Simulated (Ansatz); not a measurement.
**Which is lower?**

The two ends of one reaction step of C2H10Si, closed shell (PBE0-D4/def2-TZVP).

A:

Si1  (-0.540, -1.657, -0.202)
H2  (0.647, -1.605, -1.098)
H3  (-0.957, -3.079, -0.066)
H4  (-1.649, -0.910, -0.855)
C5  (-0.141, -0.923, 1.472)
H6  (1.270, 1.275, -1.055)
C7  (0.563, 2.097, -0.941)
H8  (-1.012, -0.965, 2.130)
H9  (0.672, -1.472, 1.951)
H10  (0.162, 0.121, 1.374)
H11  (0.682, 2.548, 0.045)
H12  (0.756, 2.848, -1.706)
H13  (-0.454, 1.722, -1.051)
(Å)

B:

```xyz
13
angstrom
Si -0.9345 -0.1732 -0.1429
H 2.0677 -1.3497 -1.2239
H -0.6634 -1.2699 -1.1175
H -2.4155 -0.0501 -0.0181
C -0.2013 -0.6210 1.5197
H 2.7511 -1.1233 -1.0255
C -0.2261 1.4309 -0.7963
H -0.6211 -1.5571 1.8948
H 0.8822 -0.7422 1.4467
H -0.4052 0.1592 2.2574
H -0.4308 2.2551 -0.1083
H 0.8570 1.3554 -0.9205
H -0.6600 1.6858 -1.7658
```

Program: Ansatz 0.2.0. Basis: def2-TZVPP. Cores are frozen in the correlated methods. B3LYP uses VWN-RPA correlation.

(1) Which structure is lower at CCSD(T), and by how much? (To be estimated.)

T1 diagnostic: at most 0.010.

Results:

(1) Computed: A, by 30.8 kJ/mol (electronic energy, against the other). By their contacts, A is a complex of CH₆Si ([CH3][SiH3]) + CH₄ and B is a complex of C₂H₈Si (C[SiH2]C) + H₂.

All methods give the same order:

| method | E(B) − E(A) (kJ/mol) |
| --- | --- |
| SPW92 | 25.7 |
| PBE-D4 | 26.4 |
| BLYP-D4 | 29.4 |
| r2SCAN-D4 | 27.3 |
| B97M-V | 33.2 |
| PBE0-D4 | 28.7 |
| B3LYP-D4 | 31.8 |
| r2SCAN0-D4 | 29.1 |
| BHLYP-D4 | 35.5 |
| CAM-B3LYP-D4 | 33.7 |
| wB97X-V | 30.4 |
| wB97M-V | 28.0 |
| B2PLYP | 33.1 |
| PBE-QIDH | 29.1 |
| RPA on PBE | 32.4 |
| HF | 47.6 |
| MP2 | 25.7 |
| CCSD | 33.9 |
| CCSD(T) | 30.8 |

Labels in which every atom is bracketed show which atoms are joined, not bond orders.

For scale, one of the runs: CCSD(T)/def2-TZVPP, 244 basis functions, launched by `ansatz run in.yaml --threads 4 --pin off --events-out ev --progress --plain --max-ram 9574MiB`. Time: 2 min of wall clock on 4 CPU threads of an AMD EPYC; the host was shared. Peak host memory: 4.7 GiB.
